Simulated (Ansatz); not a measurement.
Results of RPBE (PAW; Ansatz, a first-principles code) for bcc Ba.

Input file:

Ansatz 0.2 input:
```yaml
crystal:
  lattice:
    - [-2.5770500004, 2.5770500004, 2.5770500004]
    - [2.5770500004, -2.5770500004, 2.5770500004]
    - [2.5770500004, 2.5770500004, -2.5770500004]
  atoms:
    - { symbol: Ba, position: [0.0, 0.0, 0.0] }
basis:
  ecutwfc: 520
  ecutrho_ratio: 4
  xc_grid: 2
kpoints:
  mp_grid: { grid: [16, 16, 16] }
hamiltonian:
  xc: rpbe
  dispersion: none
  pseudopotentials: { kind: paw }
scf:
  occupations: { method: fermi_dirac, width: 0.05 }
  convergence: { dr2_threshold: 0.0000000001 }
output:
  forces: false
  stress: true
  eigenvalues: true
```

The run printed, among other lines:

```
Crystal: 1 atoms, lattice volume = 68.459 Å³
Basis set: ecut = 520 eV, 1865 PW (Γ), exchange–correlation on 72×72×72 points (8 copies of the dense FFT grid, shifted against one another)
Bands: 9, of which v1, the nominal top of the filled ones, is band 5 counted from 1 (4 counted from 0)
Symmetry: 48 space group operations
Space group: Im-3m (ITA 229), of the structure as read, at distance tolerance 4.1e-5 Å
k-points: 145 of 4096
Functional: x = rpbe, c = pbe(β = 0.06672455060314922)
SCF iter   1: F=—  HF=-5959.207121 eV  |F-HF|=—  |Δ(HF+E_count)|=         —  Δρ=9.73e-4  dr2=7.56e-4
SCF iter   2: F=—  HF=-5959.207883 eV  |F-HF|=—  |Δ(HF+E_count)|=   7.62e-4  Δρ=6.57e-4  dr2=3.47e-4
  ...
SCF iter   7: F=—  HF=-5959.208278 eV  |F-HF|=—  |Δ(HF+E_count)|=   5.72e-9  Δρ=5.61e-7  dr2=2.99e-10
SCF iter   8: F=-5959.208278 eV  HF=-5959.208278 eV  |F-HF|=2.73e-12  |Δ(HF+E_count)|=  3.17e-10  Δρ=9.77e-8  dr2=4.63e-12
SCF 1 converged in 8 iterations: F = -5959.208278 eV  dr2 = 4.63e-12
SCF converged after 8 iterations
Free energy (F): -5959.208278 eV
Internal energy: -5959.197641 eV  (E = F + TS)
E sigma→0 (E₀):  -5959.202960 eV
Fermi energy:    5.344002 eV
--- Stress (GPa, compression-positive) ---
       -0.000005      -0.000000      -0.000000
       -0.000000      -0.000005      -0.000000
       -0.000000       0.000000      -0.000005
  P = ⅓ Tr σ = -0.0000 GPa (-0.000 kbar)
```

The PAW data were made under PBE.

Cost on a shared machine: very roughly 8 core-seconds.
